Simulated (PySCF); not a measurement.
**BNH₆: spin-spin couplings and electronic excitations at several levels of theory**

Aim: compute the spin-spin couplings and electronic excitations of BNH₆ (`[BH3-][NH3+]`) at several levels, and see how far they spread and what each costs.

Programs: PySCF 2.14.0, with density-fitted response routines of our own. Each step states its level of theory. These are calculated values for one molecule in the gas phase, unless marked as measured. Atoms are numbered from 0 throughout.

## Step 1: The starting structure

8 atoms, charge 0, multiplicity 1; geometry from: PBE0-D3(BJ)/def2-SVP.

Bonds of the start (Å): B0–N1 1.63, B0–H2 1.22, B0–H3 1.22, B0–H4 1.22, N1–H5 1.02, N1–H6 1.02, N1–H7 1.02.

## Step 2: Indirect couplings: B3LYP/def2-TZVP

What the job is given:

```
{"job": {"kind": "j", "xc": "B3LYP", "basis": "def2-TZVP"}, "charge": 0, "multiplicity": 1}
B     -0.792469    -0.024515     0.141775
N      0.834932    -0.095702     0.005792
H     -1.226024    -0.337508    -0.960083
H     -1.082168    -0.827509     1.019450
H     -1.043846     1.134563     0.447522
H      1.289523     0.150597     0.885615
H      1.174101     0.548720    -0.709143
H      1.143594    -1.033857    -0.250937
```

With the program's defaults for keys left out, this is: B3LYP/def2-TZVP indirect spin-spin coupling, non-relativistic, gas phase.

The run is started by

```bash
$ OMP_NUM_THREADS=1 python probes_run.py task.json out
```

The driver reads the jobs from task.json and runs them one after another.

Output:

```text
coarse grid: 5872 points
cycle   1  E = -83.2140829445  dE = -9.799e-02  |g| = 3.711e-01  |ddm| = 1.633e+00
cycle   2  E = -83.2227815443  dE = -8.699e-03  |g| = 3.561e-01  |ddm| = 7.565e-01
cycle   3  E = -83.2620627295  dE = -3.928e-02  |g| = 4.947e-02  |ddm| = 3.827e-01
cycle   4  E = -83.2625380893  dE = -4.754e-04  |g| = 2.498e-02  |ddm| = 4.017e-02
cycle   5  E = -83.2626674966  dE = -1.294e-04  |g| = 2.334e-03  |ddm| = 1.249e-02
cycle   6  E = -83.2626691923  dE = -1.696e-06  |g| = 2.168e-04  |ddm| = 2.038e-03
final grid: 54432 points
cycle   7  E = -83.2566867932  dE = -3.323e-05  |g| = 4.645e-03  |ddm| = 2.600e-02
cycle   8  E = -83.2566826117  dE =  4.181e-06  |g| = 6.555e-03  |ddm| = 6.063e-03
cycle   9  E = -83.2566910739  dE = -8.462e-06  |g| = 1.417e-04  |ddm| = 3.394e-03
cycle  10  E = -83.2566910768  dE = -2.894e-09  |g| = 8.849e-05  |ddm| = 1.770e-04
cycle  11  E = -83.2566910792  dE = -2.430e-09  |g| = 1.373e-05  |ddm| = 8.248e-05
cycle  12  E = -83.2566910793  dE = -4.997e-11  |g| = 1.078e-06  |ddm| = 1.147e-05
converged SCF energy = -83.2566910793

Indirect spin-spin couplings (Hz)
  i      j    bonds     total        FC       PSO       DSO        SD
  0 B    1 N    1     -1.467    -0.860    -0.144    -0.050    -0.413
  0 B    2 H    1    105.162   104.917    -0.303     0.515     0.033
  0 B    3 H    1    105.153   104.907    -0.303     0.515     0.033
  0 B    4 H    1    105.138   104.893    -0.302     0.515     0.033
  0 B    5 H    2     -2.546    -2.526     0.477    -0.587     0.089
  0 B    6 H    2     -2.545    -2.525     0.478    -0.587     0.089
  0 B    7 H    2     -2.540    -2.520     0.479    -0.588     0.089
  1 N    2 H    2     -2.689    -2.663    -0.061     0.047    -0.012
  1 N    3 H    2     -2.686    -2.660    -0.061     0.047    -0.012
  1 N    4 H    2     -2.692    -2.666    -0.061     0.047    -0.012
  1 N    5 H    1    -66.597   -64.189    -2.352    -0.171     0.116
  1 N    6 H    1    -66.598   -64.190    -2.353    -0.171     0.116
  1 N    7 H    1    -66.627   -64.219    -2.352    -0.171     0.115
  2 H    3 H    2     -7.068    -6.764     1.147    -1.552     0.102
  2 H    4 H    2     -7.060    -6.755     1.146    -1.552     0.101
  2 H    5 H    3     11.212    11.838     2.224    -2.861     0.012
  2 H    6 H    3      1.961     2.018     0.567    -0.679     0.055
  2 H    7 H    3      1.984     2.039     0.564    -0.675     0.055
  3 H    4 H    2     -7.081    -6.778     1.146    -1.551     0.102
  3 H    5 H    3      1.988     2.043     0.563    -0.673     0.055
  3 H    6 H    3     11.220    11.846     2.224    -2.862     0.012
  3 H    7 H    3      1.960     2.017     0.569    -0.681     0.055
  4 H    5 H    3      1.960     2.017     0.565    -0.677     0.055
  4 H    6 H    3      1.988     2.044     0.563    -0.673     0.055
  4 H    7 H    3     11.230    11.856     2.224    -2.861     0.012
  5 H    6 H    2    -11.261   -11.634     4.646    -4.833     0.560
  5 H    7 H    2    -11.232   -11.603     4.649    -4.837     0.560
  6 H    7 H    2    -11.246   -11.619     4.648    -4.835     0.560
```

Run time: 4.2 s. Hardware: 1 thread of Arm Neoverse V1, shared host; peak memory 0.4 GiB.

The basis is not made for couplings: without tight functions at the nuclei these values are rough.

Couplings of 1 Hz or more, nine at most for each number of bonds, with means over like pairs (isotopes 11B, 1H, 15N):

```tsv
pair	bonds	J (Hz)	Fermi contact (Hz)
B0–H2	1	105.2	104.9
N1–H5	1	-66.6	-64.2
B0–N1	1	-1.5	-0.9
H5–H6	2	-11.2	-11.6
H2–H3	2	-7.1	-6.8
N1–H2	2	-2.7	-2.7
B0–H5	2	-2.5	-2.5
H2–H5	3	5.1	5.3
```

Quadrupole couplings from the field gradients of the same density:

```tsv
atom	isotope	eQq/h (MHz)	η
B0	11B	2.522	0.00
N1	14N	-2.337	0.00
```

## Step 3: Indirect couplings: B3LYP/cc-pVTZ

Settings changed since step 2:

```diff
@@ -1,2 +1,2 @@
-{"job": {"kind": "j", "xc": "B3LYP", "basis": "def2-TZVP"}, "charge": 0, "multiplicity": 1}
+{"job": {"kind": "j", "xc": "B3LYP", "basis": "cc-pVTZ"}, "charge": 0, "multiplicity": 1}
 B     -0.792469    -0.024515     0.141775
```

With the program's defaults for keys left out, this is: B3LYP/cc-pVTZ indirect spin-spin coupling, non-relativistic, gas phase.

Output:

```text
coarse grid: 5872 points
cycle   1  E = -83.2099555612  dE = -1.008e-01  |g| = 3.707e-01  |ddm| = 5.554e+00
cycle   2  E = -83.2192815388  dE = -9.326e-03  |g| = 3.543e-01  |ddm| = 1.738e+00
cycle   3  E = -83.2579129022  dE = -3.863e-02  |g| = 4.822e-02  |ddm| = 8.175e-01
cycle   4  E = -83.2583624035  dE = -4.495e-04  |g| = 2.447e-02  |ddm| = 9.401e-02
cycle   5  E = -83.2584846726  dE = -1.223e-04  |g| = 2.339e-03  |ddm| = 3.731e-02
cycle   6  E = -83.2584863237  dE = -1.651e-06  |g| = 2.250e-04  |ddm| = 5.005e-03
final grid: 54432 points
cycle   7  E = -83.2577311137  dE = -4.122e-05  |g| = 4.594e-03  |ddm| = 5.057e-02
cycle   8  E = -83.2577271026  dE =  4.011e-06  |g| = 6.465e-03  |ddm| = 1.483e-02
cycle   9  E = -83.2577352020  dE = -8.099e-06  |g| = 1.066e-04  |ddm| = 8.539e-03
cycle  10  E = -83.2577352036  dE = -1.694e-09  |g| = 6.053e-05  |ddm| = 3.360e-04
cycle  11  E = -83.2577352048  dE = -1.110e-09  |g| = 1.140e-05  |ddm| = 1.638e-04
cycle  12  E = -83.2577352048  dE = -3.659e-11  |g| = 1.157e-06  |ddm| = 2.304e-05
converged SCF energy = -83.2577352048

Indirect spin-spin couplings (Hz)
  i      j    bonds     total        FC       PSO       DSO        SD
  0 B    1 N    1     -0.288     0.300    -0.122    -0.050    -0.417
  0 B    2 H    1    105.934   105.476    -0.259     0.499     0.219
  0 B    3 H    1    105.933   105.474    -0.260     0.499     0.220
  0 B    4 H    1    105.916   105.458    -0.259     0.499     0.219
  0 B    5 H    2     -2.001    -1.999     0.501    -0.592     0.090
  0 B    6 H    2     -2.000    -1.998     0.501    -0.593     0.090
  0 B    7 H    2     -1.995    -1.993     0.502    -0.594     0.090
  1 N    2 H    2     -2.082    -2.059    -0.056     0.048    -0.015
  1 N    3 H    2     -2.079    -2.056    -0.056     0.048    -0.015
  1 N    4 H    2     -2.084    -2.061    -0.056     0.048    -0.015
  1 N    5 H    1    -60.170   -57.640    -2.364    -0.156    -0.010
  1 N    6 H    1    -60.173   -57.642    -2.365    -0.156    -0.010
  1 N    7 H    1    -60.196   -57.666    -2.364    -0.156    -0.011
  2 H    3 H    2     -7.309    -7.161     1.280    -1.576     0.147
  2 H    4 H    2     -7.301    -7.152     1.280    -1.575     0.147
  2 H    5 H    3     10.692    11.150     2.417    -2.878     0.003
  2 H    6 H    3      2.034     2.054     0.607    -0.693     0.066
  2 H    7 H    3      2.058     2.076     0.603    -0.688     0.066
  3 H    4 H    2     -7.322    -7.174     1.279    -1.575     0.148
  3 H    5 H    3      2.062     2.081     0.602    -0.687     0.066
  3 H    6 H    3     10.700    11.158     2.418    -2.879     0.003
  3 H    7 H    3      2.033     2.053     0.609    -0.694     0.066
  4 H    5 H    3      2.034     2.054     0.605    -0.690     0.066
  4 H    6 H    3      2.063     2.081     0.602    -0.686     0.066
  4 H    7 H    3     10.710    11.168     2.418    -2.879     0.003
  5 H    6 H    2    -10.245   -10.883     4.937    -4.916     0.617
  5 H    7 H    2    -10.216   -10.851     4.940    -4.921     0.616
  6 H    7 H    2    -10.231   -10.868     4.938    -4.918     0.617
```

Wall time 6.3 s (1 thread of Arm Neoverse V1, shared host); peak memory 0.51 GiB.

This basis has no tight s functions, so the Fermi-contact terms are rough.

In short: J(B0,H2) 105.9 Hz, J(N1,H5) -60.2 Hz, J(H5,H6) -10.2 Hz (means over like pairs).

## Step 4: Indirect couplings: B3LYP/6-31G*

Settings changed since step 3:

```diff
@@ -1,2 +1,2 @@
-{"job": {"kind": "j", "xc": "B3LYP", "basis": "cc-pVTZ"}, "charge": 0, "multiplicity": 1}
+{"job": {"kind": "j", "xc": "B3LYP", "basis": "6-31G*"}, "charge": 0, "multiplicity": 1}
 B     -0.792469    -0.024515     0.141775
```

Method: B3LYP/6-31G* indirect spin-spin coupling, non-relativistic, gas phase.

Output:

```text
coarse grid: 5872 points
cycle   1  E = -83.1820353211  dE = -9.520e-02  |g| = 3.570e-01  |ddm| = 2.043e+00
cycle   2  E = -83.1999042931  dE = -1.787e-02  |g| = 2.945e-01  |ddm| = 7.415e-01
cycle   3  E = -83.2263700036  dE = -2.647e-02  |g| = 4.716e-02  |ddm| = 3.331e-01
cycle   4  E = -83.2268262978  dE = -4.563e-04  |g| = 2.026e-02  |ddm| = 4.852e-02
cycle   5  E = -83.2269169450  dE = -9.065e-05  |g| = 1.337e-03  |ddm| = 1.369e-02
cycle   6  E = -83.2269175115  dE = -5.666e-07  |g| = 1.129e-04  |ddm| = 1.570e-03
final grid: 54432 points
cycle   7  E = -83.2111774070  dE = -1.145e-05  |g| = 4.468e-03  |ddm| = 8.856e-03
cycle   8  E = -83.2111736129  dE =  3.794e-06  |g| = 6.214e-03  |ddm| = 7.100e-03
cycle   9  E = -83.2111817587  dE = -8.146e-06  |g| = 1.229e-04  |ddm| = 3.987e-03
cycle  10  E = -83.2111817624  dE = -3.721e-09  |g| = 6.354e-05  |ddm| = 1.891e-04
cycle  11  E = -83.2111817637  dE = -1.273e-09  |g| = 4.930e-06  |ddm| = 6.722e-05
cycle  12  E = -83.2111817637  dE = -6.082e-12  |g| = 5.035e-07  |ddm| = 5.316e-06
converged SCF energy = -83.2111817637

Indirect spin-spin couplings (Hz)
  i      j    bonds     total        FC       PSO       DSO        SD
  0 B    1 N    1     -5.973    -5.448    -0.160    -0.048    -0.316
  0 B    2 H    1    121.511   121.274    -0.477     0.556     0.158
  0 B    3 H    1    121.504   121.267    -0.478     0.556     0.159
  0 B    4 H    1    121.496   121.259    -0.477     0.556     0.158
  0 B    5 H    2     -2.549    -2.410     0.356    -0.576     0.081
  0 B    6 H    2     -2.549    -2.410     0.356    -0.576     0.081
  0 B    7 H    2     -2.545    -2.406     0.356    -0.577     0.081
  1 N    2 H    2     -1.710    -1.689    -0.055     0.047    -0.013
  1 N    3 H    2     -1.707    -1.687    -0.055     0.047    -0.013
  1 N    4 H    2     -1.713    -1.692    -0.055     0.047    -0.013
  1 N    5 H    1    -69.603   -67.426    -1.956    -0.198    -0.023
  1 N    6 H    1    -69.604   -67.427    -1.956    -0.198    -0.023
  1 N    7 H    1    -69.624   -67.447    -1.956    -0.198    -0.024
  2 H    3 H    2     -9.364    -8.600     0.620    -1.500     0.115
  2 H    4 H    2     -9.354    -8.590     0.620    -1.499     0.115
  2 H    5 H    3     11.324    12.496     1.673    -2.832    -0.013
  2 H    6 H    3      1.707     2.027     0.264    -0.654     0.070
  2 H    7 H    3      1.729     2.047     0.261    -0.649     0.070
  3 H    4 H    2     -9.377    -8.614     0.620    -1.498     0.115
  3 H    5 H    3      1.733     2.050     0.260    -0.648     0.070
  3 H    6 H    3     11.334    12.506     1.674    -2.833    -0.013
  3 H    7 H    3      1.707     2.027     0.265    -0.655     0.070
  4 H    5 H    3      1.707     2.026     0.262    -0.651     0.070
  4 H    6 H    3      1.735     2.052     0.260    -0.647     0.070
  4 H    7 H    3     11.346    12.518     1.674    -2.833    -0.013
  5 H    6 H    2    -12.645   -11.639     3.069    -4.727     0.653
  5 H    7 H    2    -12.619   -11.611     3.072    -4.732     0.652
  6 H    7 H    2    -12.631   -11.624     3.071    -4.730     0.652
```

Run time: 2 s. Hardware: 1 thread of Arm Neoverse V1, shared host; peak memory 0.37 GiB.

The basis is not made for couplings: without tight functions at the nuclei these values are rough.

In short: J(B0,H2) 121.5 Hz, J(N1,H5) -69.6 Hz, J(H5,H6) -12.6 Hz (means over like pairs).

## Step 5: TDDFT and polarisability: HF/def2-SVPD

Settings changed since step 4:

```diff
@@ -1,2 +1,2 @@
-{"job": {"kind": "j", "xc": "B3LYP", "basis": "6-31G*"}, "charge": 0, "multiplicity": 1}
+{"job": {"kind": "uv", "xc": "HF", "basis": "def2-SVPD", "ip": true}, "charge": 0, "multiplicity": 1}
 B     -0.792469    -0.024515     0.141775
```

With the program's defaults for keys left out, this is: TDDFT HF/def2-SVPD, vertical, gas phase, core orbitals frozen in the response.

Output:

```text
final grid: 54432 points
cycle   1  E = -82.5220557159  dE = -2.284e-02  |g| = 3.375e-01  |ddm| = 2.577e+00
cycle   2  E = -82.5598368053  dE = -3.778e-02  |g| = 1.220e-01  |ddm| = 6.370e-01
cycle   3  E = -82.5632564986  dE = -3.420e-03  |g| = 3.987e-02  |ddm| = 1.700e-01
cycle   4  E = -82.5637145100  dE = -4.580e-04  |g| = 6.699e-03  |ddm| = 9.070e-02
cycle   5  E = -82.5637333947  dE = -1.888e-05  |g| = 1.833e-03  |ddm| = 2.322e-02
cycle   6  E = -82.5637350761  dE = -1.681e-06  |g| = 3.857e-04  |ddm| = 5.901e-03
cycle   7  E = -82.5637351722  dE = -9.614e-08  |g| = 6.602e-05  |ddm| = 1.015e-03
cycle   8  E = -82.5637351753  dE = -3.027e-09  |g| = 8.975e-06  |ddm| = 2.534e-04
cycle   9  E = -82.5637351753  dE = -5.676e-11  |g| = 1.622e-06  |ddm| = 3.506e-05
converged SCF energy = -82.5637351753

Static polarisability (au): isotropic 29.749, principal 29.519 29.527 30.201

Singlet excitations
state   eV       nm        f      main configurations
  1   8.1741    151.7   0.04516   H->L 0.89
  2   8.1751    151.7   0.04515   H-1->L 0.89
  3   9.5527    129.8   0.09232   H->L+1 0.85
  4   9.5536    129.8   0.09235   H-1->L+1 0.85
  5  10.0936    122.8   0.00000   H->L+3 0.16, H-1->L+2 0.16, H->L+4 0.16
  6  10.3814    119.4   0.06927   H-2->L 0.68
  7  10.5125    117.9   0.00888   H-1->L+3 0.29, H->L+2 0.29, H-1->L+2 0.12
  8  10.5132    117.9   0.00877   H-1->L+2 0.29, H->L+3 0.29, H->L+2 0.12
  9  10.8008    114.8   0.11358   H-1->L+3 0.22, H->L+2 0.22, H-2->L 0.16
 10  11.0061    112.7   0.00208   H->L+5 0.37, H-1->L+4 0.37, H->L+4 0.10

Triplet excitations (Tamm-Dancoff, eV): 7.7424 7.7435 8.9243 8.9252
Vertical ionisation energy (delta-SCF) = 9.8064 eV
```

It took 1.1 s on 1 thread of Arm Neoverse V1, shared host; peak memory 0.37 GiB.

Frontier orbitals and where they lie:

```tsv
orbital	eV	atoms
HOMO−3	-19.32	N1 38 %, B0 21 %, H2 9 %
HOMO−2	-13.93	B0 32 %, N1 30 %, H3 11 %
HOMO−1	-11.18	B0 42 %, H2 26 %, H3 19 %
HOMO	-11.17	B0 42 %, H4 29 %, H3 14 %
LUMO	1.82	B0 38 %, N1 15 %, H7 14 %
LUMO+1	3.22	B0 45 %, N1 12 %, H7 8 %
LUMO+2	4.12	H5 32 %, H7 32 %, B0 14 %
```

With each of the 10 states as a Gaussian band of 0.4 eV half-width at 1/e, the curve within the window shown has maxima at 152 nm (ε 3,700), 130 nm (ε 7,500), 117 nm (ε 6,400) L/(mol cm). Beyond the last state computed it falls off for lack of states. The curve at chosen wavelengths:

```tsv
nm	ε (L/mol/cm)
110	1008
112	2861
114	5122
116	6384
119	5603
121	4226
123	3336
125	3854
127	5634
129	7254
132	6667
134	4630
136	2574
138	1203
140	598
142	590
145	1390
147	2251
149	3082
151	3589
153	3593
155	3128
158	2001
160	1284
162	742
164	388
```

Ground-state properties from the same run:

```tsv
property	computed
dipole moment (D)	5.52
polarisability (Å³)	4.41
HOMO–LUMO gap (eV)	13.00
−ε(HOMO) (eV)	11.17
```

## Step 6: Excited states and response: LDA/def2-SVPD

Settings changed since step 5:

```diff
@@ -1,2 +1,2 @@
-{"job": {"kind": "uv", "xc": "HF", "basis": "def2-SVPD", "ip": true}, "charge": 0, "multiplicity": 1}
+{"job": {"kind": "uv", "xc": "LDA", "basis": "def2-SVPD", "ip": true}, "charge": 0, "multiplicity": 1}
 B     -0.792469    -0.024515     0.141775
```

Method: TDDFT LDA/def2-SVPD, vertical, gas phase, core orbitals frozen in the response.

Output:

```text
coarse grid: 5872 points
cycle   1  E = -82.2756672561  dE = -1.045e-01  |g| = 4.384e-01  |ddm| = 2.949e+00
cycle   2  E = -82.2268419497  dE =  4.883e-02  |g| = 5.982e-01  |ddm| = 1.408e+00
cycle   3  E = -82.3445577832  dE = -1.177e-01  |g| = 7.185e-02  |ddm| = 9.148e-01
cycle   4  E = -82.3456580458  dE = -1.100e-03  |g| = 3.212e-02  |ddm| = 1.011e-01
cycle   5  E = -82.3458930124  dE = -2.350e-04  |g| = 4.510e-03  |ddm| = 3.337e-02
cycle   6  E = -82.3459009526  dE = -7.940e-06  |g| = 4.850e-04  |ddm| = 1.528e-02
final grid: 54432 points
cycle   7  E = -82.3626070645  dE = -3.101e-05  |g| = 3.011e-03  |ddm| = 4.992e-02
cycle   8  E = -82.3626032104  dE =  3.854e-06  |g| = 5.253e-03  |ddm| = 6.290e-03
cycle   9  E = -82.3626090848  dE = -5.874e-06  |g| = 2.216e-04  |ddm| = 4.120e-03
cycle  10  E = -82.3626090944  dE = -9.632e-09  |g| = 1.031e-04  |ddm| = 3.844e-04
cycle  11  E = -82.3626090978  dE = -3.347e-09  |g| = 1.279e-05  |ddm| = 1.971e-04
cycle  12  E = -82.3626090978  dE = -5.672e-11  |g| = 2.933e-06  |ddm| = 2.443e-05
converged SCF energy = -82.3626090978

Static polarisability (au): isotropic 34.172, principal 33.506 33.514 35.495

Singlet excitations
state   eV       nm        f      main configurations
  1   5.3651    231.1   0.00380   H->L 1.00
  2   5.3658    231.1   0.00381   H-1->L 1.00
  3   7.3215    169.3   0.00000   H->L+1 0.42, H-1->L+2 0.28, H->L+2 0.16
  4   7.3267    169.2   0.00015   H-1->L+2 0.55, H->L+1 0.43
  5   7.3269    169.2   0.00014   H-1->L+1 0.50, H->L+2 0.48
  6   7.3470    168.8   0.01623   H-1->L+1 0.35, H->L+2 0.34, H-1->L+2 0.16
  7   7.6253    162.6   0.09099   H->L+3 0.99
  8   7.6260    162.6   0.09102   H-1->L+3 0.99
  9   7.6617    161.8   0.07863   H-2->L 0.97
 10   8.6487    143.4   0.00000   H->L+4 0.50, H-1->L+5 0.50

Triplet excitations (Tamm-Dancoff, eV): 5.2915 5.2922 7.2626 7.2906
Vertical ionisation energy (delta-SCF) = 10.3552 eV
```

Run time: 5.3 s. Hardware: 1 thread of Arm Neoverse V1, shared host; peak memory 0.37 GiB.

In short: HOMO -6.39 eV, LUMO -1.05 eV; lowest singlet 5.37 eV.

## Step 7: TDDFT and polarisability: PBE/def2-SVPD

Settings changed since step 6:

```diff
@@ -1,2 +1,2 @@
-{"job": {"kind": "uv", "xc": "LDA", "basis": "def2-SVPD", "ip": true}, "charge": 0, "multiplicity": 1}
+{"job": {"kind": "uv", "xc": "PBE", "basis": "def2-SVPD", "ip": true}, "charge": 0, "multiplicity": 1}
 B     -0.792469    -0.024515     0.141775
```

Method: TDDFT PBE/def2-SVPD, vertical, gas phase, core orbitals frozen in the response.

Output:

```text
coarse grid: 5872 points
cycle   1  E = -82.9556384791  dE = -1.077e-01  |g| = 4.155e-01  |ddm| = 3.052e+00
cycle   2  E = -82.9195791680  dE =  3.606e-02  |g| = 5.441e-01  |ddm| = 1.469e+00
cycle   3  E = -83.0194754479  dE = -9.990e-02  |g| = 6.899e-02  |ddm| = 9.320e-01
cycle   4  E = -83.0205211505  dE = -1.046e-03  |g| = 3.022e-02  |ddm| = 1.078e-01
cycle   5  E = -83.0207278778  dE = -2.067e-04  |g| = 4.232e-03  |ddm| = 3.800e-02
cycle   6  E = -83.0207345765  dE = -6.699e-06  |g| = 4.225e-04  |ddm| = 1.156e-02
final grid: 54432 points
cycle   7  E = -83.0297510599  dE = -2.476e-05  |g| = 9.407e-03  |ddm| = 7.174e-02
cycle   8  E = -83.0297144427  dE =  3.662e-05  |g| = 1.591e-02  |ddm| = 2.436e-02
cycle   9  E = -83.0297717302  dE = -5.729e-05  |g| = 9.086e-04  |ddm| = 1.424e-02
cycle  10  E = -83.0297719744  dE = -2.442e-07  |g| = 1.234e-04  |ddm| = 1.465e-03
cycle  11  E = -83.0297719793  dE = -4.946e-09  |g| = 1.330e-05  |ddm| = 2.201e-04
cycle  12  E = -83.0297719794  dE = -4.751e-11  |g| = 2.252e-06  |ddm| = 2.861e-05
converged SCF energy = -83.0297719794

Static polarisability (au): isotropic 33.326, principal 32.612 32.620 34.748

Singlet excitations
state   eV       nm        f      main configurations
  1   5.3716    230.8   0.00283   H->L 0.99
  2   5.3723    230.8   0.00284   H-1->L 0.99
  3   7.3294    169.2   0.00000   H->L+1 0.38, H-1->L+2 0.29, H->L+2 0.18
  4   7.3359    169.0   0.00001   H-1->L+2 0.53, H->L+1 0.46
  5   7.3361    169.0   0.00001   H-1->L+1 0.51, H->L+2 0.48
  6   7.3625    168.4   0.01471   H-1->L+1 0.33, H->L+2 0.33, H-1->L+2 0.17
  7   7.6254    162.6   0.07993   H->L+3 0.94
  8   7.6261    162.6   0.07997   H-1->L+3 0.94
  9   7.6510    162.0   0.07950   H-2->L 0.97
 10   8.7538    141.6   0.00000   H->L+4 0.28, H-1->L+5 0.28, H->L+5 0.22

Triplet excitations (Tamm-Dancoff, eV): 5.2798 5.2804 7.2498 7.2816
Vertical ionisation energy (delta-SCF) = 10.3012 eV
```

Run time: 7.9 s. Hardware: 1 thread of Arm Neoverse V1, shared host; peak memory 0.37 GiB.

This run: HOMO -6.38 eV, LUMO -1.03 eV; lowest singlet 5.37 eV.

(Part 1 of 2 ends here.)
